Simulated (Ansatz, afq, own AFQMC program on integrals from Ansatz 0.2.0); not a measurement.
Two steps: Ansatz 0.2.0 writes the Fock matrix and Cholesky factors of the valence space, and afq projects on them the lowest state that overlaps trial and start.

```yaml
crystal:
  periodic: [false, false, false]
  atoms:
    - {symbol: O, position_ang: [0.000000, -0.072039, 0.008769]}
    - {symbol: H, position_ang: [0.000000, 0.631819, -0.909508]}
    - {symbol: H, position_ang: [0.000000, 0.511689, 0.770319]}
basis:
  gaussian: {orbitals: 6-31G}
magnetization: {spin_polarized: false}
correlation: {method: ccsd_t, electrons: outside_noble_gas, hamiltonian_folder: ham}
```

```sh
$ ansatz run in.yaml --threads 1 --pin off --events-out ev --progress --plain --max-ram 1382MiB
```

afq runs on the folder ham with

```
--method free --trial cisd --walkers 200 --time-step 0.03 --max-blocks 80 --target-error 0.00034 --factor-cut 1e-05 --seed 4012 --times 0,0.3,0.6,1.2,1.8,2.4,3.6,4.8,6 --taylor-order 8
```

Times are imaginary, in 1/Eh. The walk had a cap of 213 s.

Log:

```
orbitals 12  electrons 4 4  factors 66 of 139
reference energy -75.95659306 Eh
CCSD correlation -0.14418656 Eh in 9 cycles, weight of the determinant in the CISD state 0.9473
repeat  energy at the last time / Eh  error
    10  -76.103180  0.000260
    20  -76.102962  0.000235
    30  -76.103090  0.000313
time / (1/Eh)  energy / Eh  error  mean overlap
  0.00  -76.101076  0.000371  1.0563
  0.30  -76.102185  0.000223  1.0562
  0.60  -76.102424  0.000146  1.0598
  1.20  -76.102649  0.000174  1.0619
  1.80  -76.102789  0.000167  1.0608
  2.40  -76.102990  0.000163  1.0401
  3.60  -76.103219  0.000242  1.0461
  4.80  -76.102540  0.000254  1.0506
  6.00  -76.103100  0.000302  1.0454
energy -76.103100 +/- 0.000302 Eh
```

The run passed its tests (error under three times the target), which doesn't prove that it has relaxed.

Against this walk (error 8.2 meV) on the same determinant: CCSD(T) 24.8 meV higher, CCSDT(Q) 6.4 meV higher (within the noise), CCSDTQ 7.5 meV higher (within the noise), full CI 7.1 meV higher (within the noise). The error is statistical, and a free projection of finite length keeps a remainder of its start. The last points scatter (meV from the last: 8 ± 5 at 1.80, 3 ± 4 at 2.40, -3 ± 7 at 3.60, 15 ± 7 at 4.80, 0 ± 8 at 6.00); the last is the one printed as the energy, and the gaps above move with that scatter.

Cautions: remainder of the start not in the error.

The walk took 56 s on 1 thread of Intel(R) Xeon(R) Processor @ 2.50GHz (Skylake/Cascade Lake), with other jobs on the host. The log's last line is the free-projection energy.

CCSDT and higher add their correlation energy to the determinant of the CCSD(T) run, since their own runs factorise the integrals more tightly (a shift of under 2 meV). A walk keeps the symmetry of its determinant, which the program's search chose and which needn't be the lowest solution, so a lower state of the same spin and another symmetry isn't excluded.
